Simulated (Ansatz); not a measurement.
What does this script print? It uses Ansatz's Python interface.

`c2h6s2.xyz`
```text
10

C    -0.94820    0.42220   -0.00720
C    -0.25940   -0.73100    0.55320
S     1.47840   -0.37930    0.82890
S     2.34600   -0.20950   -1.06300
H    -2.06060    0.22520   -0.12710
H    -0.90600    1.35990    0.62940
H    -0.61030    0.73650   -1.01330
H    -0.65890   -0.97790    1.51310
H    -0.35260   -1.58390   -0.05700
H     2.05480    1.08670   -1.25390
```

`scan_c2h6s2.py`
```python
'''Potential curve of C2H6S2 along one bond.'''

import ansatz as az
import numpy as np

geometry = az.Crystal.molecule_from_extxyz('c2h6s2.xyz')

symbols = [site.symbol for site in geometry.cartesian_sites]
start = np.array([site.position_ang for site in geometry.cartesian_sites])
axis = (start[8] - start[1]) / np.linalg.norm(start[8] - start[1])
moving = [8]
lengths, energies = [0.926, 0.969, 1.011, 1.053, 1.095, 1.137, 1.179, 1.242], []
for length in lengths:
    xyz = start.copy()
    xyz[moving] += (length - np.linalg.norm(start[8] - start[1])) * axis
    point = az.Crystal.molecule()
    for symbol, place in zip(symbols, xyz):
        point = point.atom(symbol, place.tolist())
    calc = point.calculation()
    calc = calc.basis(gaussian='def2-SVP')
    calc = calc.functional('R2SCAN0')
    rep = calc.run().report
    energies.append(rep['free_energy_ev'])
    print(f'r = {length:6.3f} A  E = {energies[-1]:.5f} eV  <S^2> = {abs(rep["mean_field"]["state"]["spin_squared"]):.3f}')

# quartic fit about the minimum
fit = np.polynomial.Polynomial.fit(lengths, np.array(energies) - min(energies), 4).convert()
roots = [r.real for r in fit.deriv().roots() if abs(r.imag) < 1e-9 and fit.deriv(2)(r.real) > 0]
r_e = min(roots, key=lambda r: abs(r - lengths[int(np.argmin(energies))]))
print(f'minimum of the fit at {r_e:.4f} A, force constant {fit.deriv(2)(r_e):.2f} eV/A^2')
```

```console
$ python scan_c2h6s2.py
r =  0.926 A  E = -23830.29147 eV  <S^2> = 0.000
r =  0.969 A  E = -23830.63628 eV  <S^2> = 0.000
r =  1.011 A  E = -23830.84784 eV  <S^2> = 0.000
r =  1.053 A  E = -23830.96143 eV  <S^2> = 0.000
r =  1.095 A  E = -23830.99763 eV  <S^2> = 0.000
r =  1.137 A  E = -23830.97305 eV  <S^2> = 0.000
r =  1.179 A  E = -23830.90106 eV  <S^2> = 0.000
r =  1.242 A  E = -23830.72718 eV  <S^2> = 0.000
minimum of the fit at 1.0971 A, force constant 33.70 eV/A^2
```

Caveats:
- Total energies depend on the basis set; only differences at equal settings carry meaning.
- The rest of the molecule is held rigid at a force-field or estimated start geometry, and the basis set is modest; single-reference methods fail as a bond breaks.
- The orbitals are restricted, so S² is zero by construction.
- It ran for 35 s on 1 thread of Arm Neoverse V2 (shared host), peak memory 0.27 GiB.
